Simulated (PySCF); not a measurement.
C₄H₁₂Si.
Bonds: C1–Si2, Si2–C3, Si2–C4, Si2–C5. Hydrogens: H6, H7, H8 on C1; H9, H10, H11 on C3; H12, H13, H14 on C4; H15, H16, H17 on C5.

Method used: PBE0-D3(BJ)/def2-SVP geometry optimisation, gas phase in PySCF.

**Question.** Give the optimised bond lengths and angles.

**Answer.** 
```
                   bond  length (bohr)   order
C1–Si2 and 3 like bonds          3.561  single
C1–H6 and 11 like bonds          2.082  single
```

Bonds in one row agree within 0.02 bohr and their mean is given. Orders are formal, as drawn. A selection of angles:
```
    angle  degrees
Si2–C1–H6    111.1
 H6–C1–H7    107.7
C1–Si2–C3    109.4
```

All 4 C–Si bonds measure 1.884 Å. Si2 (four-coordinate silicon) is tetrahedral (angles from 109.4° to 109.6°).

Point group: Td (tolerance 0.08 Å). PBE0-D3(BJ)/def2-SVP frequencies: not computed here.

On one thread, Intel Xeon 6975P-C (x86_64), shared host with 192 logical CPUs at a one-minute load of 54, this took 33 s wall and 0.59 GiB of memory at its peak. This is the geometry optimisation.
